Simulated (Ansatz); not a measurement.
Born–Oppenheimer molecular dynamics of BH$_{3}$N (5 atoms, charge 0, multiplicity 2). It starts at the highest image of a converged band, a first-order saddle point between two minima.

Level of theory: Ansatz, UKS PBE0-D4/def2-TZVP.

* ensemble: NVE (velocity Verlet)
* time step: 0.5 fs
* steps asked: 200
* starting velocities drawn for: 300 K
* seed: 12372

Frames 1 fs apart, positions in Å.

Velocities at 85 fs (Å/ps):

```
B 4.63 12.35 13.61
N -4.73 -6.71 -12.10
H -18.11 -58.47 -24.13
H 26.79 61.93 36.73
H 7.44 -42.72 9.69
```

```xyz
5
Properties=species:S:1:pos:R:3 time_fs=85 energy_less_start_eV=-0.878 T=2563
B -0.168 -0.638 0.147
N 0.256 0.492 -0.299
H -0.294 -0.828 1.378
H 0.576 0.369 -1.325
H 0.953 0.701 0.472
5
Properties=species:S:1:pos:R:3 time_fs=86 energy_less_start_eV=-0.955 T=2757
B -0.165 -0.628 0.162
N 0.252 0.486 -0.312
H -0.311 -0.887 1.350
H 0.602 0.436 -1.278
H 0.958 0.663 0.473
5
Properties=species:S:1:pos:R:3 time_fs=87 energy_less_start_eV=-0.961 T=2772
B -0.165 -0.624 0.179
N 0.252 0.483 -0.325
H -0.327 -0.945 1.318
H 0.628 0.510 -1.225
H 0.957 0.636 0.455
5
Properties=species:S:1:pos:R:3 time_fs=88 energy_less_start_eV=-0.903 T=2630
B -0.168 -0.625 0.198
N 0.253 0.483 -0.338
H -0.342 -1.000 1.288
H 0.660 0.589 -1.186
H 0.952 0.623 0.423
5
Properties=species:S:1:pos:R:3 time_fs=89 energy_less_start_eV=-0.900 T=2619
B -0.173 -0.630 0.216
N 0.256 0.485 -0.348
H -0.354 -1.054 1.266
H 0.700 0.672 -1.177
H 0.947 0.625 0.383
5
Properties=species:S:1:pos:R:3 time_fs=90 energy_less_start_eV=-0.891 T=2592
B -0.181 -0.638 0.232
N 0.260 0.488 -0.356
H -0.364 -1.106 1.256
H 0.745 0.755 -1.193
H 0.946 0.644 0.346
5
Properties=species:S:1:pos:R:3 time_fs=91 energy_less_start_eV=-0.813 T=2395
B -0.191 -0.649 0.246
N 0.265 0.492 -0.363
H -0.372 -1.157 1.261
H 0.781 0.833 -1.217
H 0.956 0.681 0.318
5
Properties=species:S:1:pos:R:3 time_fs=92 energy_less_start_eV=-0.733 T=2191
B -0.203 -0.661 0.258
N 0.271 0.496 -0.371
H -0.377 -1.206 1.278
H 0.800 0.897 -1.237
H 0.975 0.734 0.304
5
Properties=species:S:1:pos:R:3 time_fs=93 energy_less_start_eV=-0.693 T=2087
B -0.216 -0.673 0.266
N 0.280 0.501 -0.378
H -0.378 -1.249 1.302
H 0.795 0.943 -1.244
H 0.999 0.800 0.298
5
Properties=species:S:1:pos:R:3 time_fs=94 energy_less_start_eV=-0.697 T=2097
B -0.229 -0.686 0.272
N 0.290 0.506 -0.385
H -0.374 -1.285 1.329
H 0.767 0.967 -1.238
H 1.018 0.872 0.295
5
Properties=species:S:1:pos:R:3 time_fs=95 energy_less_start_eV=-0.729 T=2176
B -0.242 -0.697 0.275
N 0.303 0.511 -0.390
H -0.364 -1.310 1.352
H 0.717 0.971 -1.223
H 1.026 0.944 0.289
5
Properties=species:S:1:pos:R:3 time_fs=96 energy_less_start_eV=-0.748 T=2226
B -0.256 -0.708 0.276
N 0.318 0.516 -0.392
H -0.348 -1.323 1.368
H 0.652 0.958 -1.209
H 1.019 1.011 0.277
```

Of the whole run (100 fs, mean temperature of the second half 2471 K): The conserved energy stayed within 1.1 meV per atom of its start (net change -0.61 meV per atom), so the integration is sound. The kinetic energy rose, since the run started high on the potential surface and went downhill. A run of 0.1 ps of so small a system gives no equilibrium averages.

The run took 2.3 min on 2 threads of AMD EPYC 7R13 Processor (Zen 3) (shared host), peak memory 0.15 GiB.
